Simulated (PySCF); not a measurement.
## Radiative rates from a computed spectrum

Compound: C₄H₉P.
SMILES: `CC[C@@H]1CP1`

Method used: PySCF 2.14.0, density-fitted response routines, TDDFT CAM-B3LYP/def2-SVPD, vertical, gas phase, core orbitals frozen in the response. The structure is a single GFN2-xTB conformer in the gas phase; no vibrational or solvent corrections.

Computed singlets with f of 0.002 or more:

```
state  E (eV)       f
   S1    6.44   0.031
   S2    6.77   0.033
   S3    6.96   0.013
   S4    7.27   0.063
   S5    7.55   0.025
   S6    7.72   0.325
   S7    7.87   0.040
   S8    7.94  0.0089
```

Problem. Give A, τ, |μ| and ∫σ dE for each state.

Solution. A / s⁻¹ = 0.6670 f (ν̃ / cm⁻¹)² and τ = 1/A in vacuum; |μ| follows from f = (2/3) ΔE |μ|² (atomic units, 1 au = 2.5417 D); ∫σ dE = 109.76 f Mb·eV.

```json
{"state": "S1", "A (s⁻¹)": "5.5×10⁷", "τ": "18 ns", "|μ| (D)": "1.12", "∫σ dE (Mb·eV)": "3.4"}
{"state": "S2", "A (s⁻¹)": "6.5×10⁷", "τ": "15 ns", "|μ| (D)": "1.13", "∫σ dE (Mb·eV)": "3.6"}
{"state": "S3", "A (s⁻¹)": "2.8×10⁷", "τ": "35 ns", "|μ| (D)": "0.71", "∫σ dE (Mb·eV)": "1.5"}
{"state": "S4", "A (s⁻¹)": "1.4×10⁸", "τ": "7 ns", "|μ| (D)": "1.51", "∫σ dE (Mb·eV)": "6.9"}
{"state": "S5", "A (s⁻¹)": "6.1×10⁷", "τ": "16 ns", "|μ| (D)": "0.93", "∫σ dE (Mb·eV)": "2.7"}
{"state": "S6", "A (s⁻¹)": "8.4×10⁸", "τ": "1.2 ns", "|μ| (D)": "3.33", "∫σ dE (Mb·eV)": "36"}
{"state": "S7", "A (s⁻¹)": "1.1×10⁸", "τ": "9.4 ns", "|μ| (D)": "1.15", "∫σ dE (Mb·eV)": "4.4"}
{"state": "S8", "A (s⁻¹)": "2.4×10⁷", "τ": "41 ns", "|μ| (D)": "0.54", "∫σ dE (Mb·eV)": "0.97"}
```

Leading configurations: S1 H→L (85%); S2 H→L+1 (38%); S3 H-1→L+1 (50%); S4 H-1→L (42%); S5 H→L+3 (76%); S6 H→L+2 (37%); S7 H-1→L+3 (62%); S8 H-1→L+1 (22%) (H = HOMO, L = LUMO).

These lifetimes count emission to the ground state at the vertical energy alone; relaxation of the geometry and all other decay channels are left out.

Problem. Suppose S1 emitted 0.3 eV lower with the same transition dipole. How would A change?

Solution. At fixed |μ|, A goes as the cube of the energy: (6.14/6.44)³ = 0.87, which makes τ about 21 ns.

Problem. How much energy does a mole of photons resonant with S6 carry?

Solution. 7.717 eV × 96.485 = 745 kJ/mol (178 kcal/mol).

Problem. What is the integrated cross-section of all computed states together?

Solution. Σf = 0.538 over S1 to S8, so 109.76 × Σf ≈ 59 Mb·eV.
